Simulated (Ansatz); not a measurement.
Start from GaP in the zinc blende structure (space group F-43m, No. 216; a = 5.451 Å).

Method: plane-wave PAW DFT at the r2SCAN level (Ansatz, an electronic-structure program, 500 eV), without spin-orbit coupling.

The change: full substitution P → As, then cell and atoms are relaxed.

Measured band gap: GaP 2.43 eV (static lattice; corrected from measurement; as listed in Wei Chen et al., Physical Review Materials (2018)); GaAs 1.57 eV (static lattice; corrected from measurement; as listed in Wei Chen et al., Physical Review Materials (2018)).

Measured lattice parameter a: GaP 5.439 Å (static lattice; corrected from measurement; as listed in Daniel Mejia-Rodriguez, S. B. Trickey, Phys. Rev. B (2018)); GaAs 5.64 Å (static lattice; corrected from measurement; as listed in Daniel Mejia-Rodriguez, S. B. Trickey, Phys. Rev. B (2018)).

Q: How well does r2SCAN reproduce the measured shift?

A: With r2SCAN the band gap moves by -0.89 eV (1.85 → 0.96) against -0.86 eV measured; the lattice parameter a moves by +0.215 Å (5.451 → 5.667) against +0.201 Å measured.

Stability against distortions was not tested.
